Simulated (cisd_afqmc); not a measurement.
Input (AFQMC/CISD/aug-cc-pV(T+d)Z; cisd_afqmc is a phaseless AFQMC code with CISD trial states that reads the integrals written by Ansatz): A basis named .json is the Basis Set Exchange file of that set.

Ansatz 0.2 input:
```python
import cisd_afqmc

open("ham.yaml", "w").write("""\
crystal:
  periodic: [false, false, false]
  atoms:
    - {symbol: Si, position_ang: [0.08512521, 0.08333339, 0.08368655]}
    - {symbol: H, position_ang: [-0.93940997, -0.90765273, 0.67751647]}
    - {symbol: H, position_ang: [-0.91388705, 0.68123940, -0.93063229]}
    - {symbol: H, position_ang: [0.66154409, -0.94025419, -0.91849584]}
basis:
  gaussian:
    orbitals: aug-cc-pV_T+d_Z.json
total_charge: -1
magnetization: {spin_polarized: false}
correlation: {method: ccsd, electrons: outside_noble_gas, hamiltonian_folder: ham}
""")
rep = cisd_afqmc.ansatz("ham.yaml")
e_ccsd = rep["correlation"]["coupled_cluster"]["energy"]["hartree"]
out = cisd_afqmc.run("ham", e_ccsd, trial="CISD", walkers=100, populations=8, threads=8, dt=0.005, steps=40, early=24, settle=10, least=32,
    cut=5e-5, rank_cut=2e-4, target=0.0004, seconds=1500, seed=1, memory=17280, gpu=False)
```

Output:

```
orbitals 119, occupied [4], factors 517 of 699, rank of the doubles 149 of 460
E(HF) = -290.648232
E(CCSD) on the cut factors = -290.832181, shift to the whole factors -0.000016
Energy of the trial state on the determinant = -290.832086
  tau behind 7.2 of longer steps, mean of the populations' last blocks
   2.0  -290.83990
   4.0  -290.83961
   6.0  -290.83907
   8.0  -290.84001
blocks 271 (0 outliers left out), error by blocks joined: 1: 0.00010, 2: 0.00013, 4: 0.00017, 8: 0.00021, 16: 0.00022
E(AFQMC/CISD) = -290.83961 +/- 0.00022
```
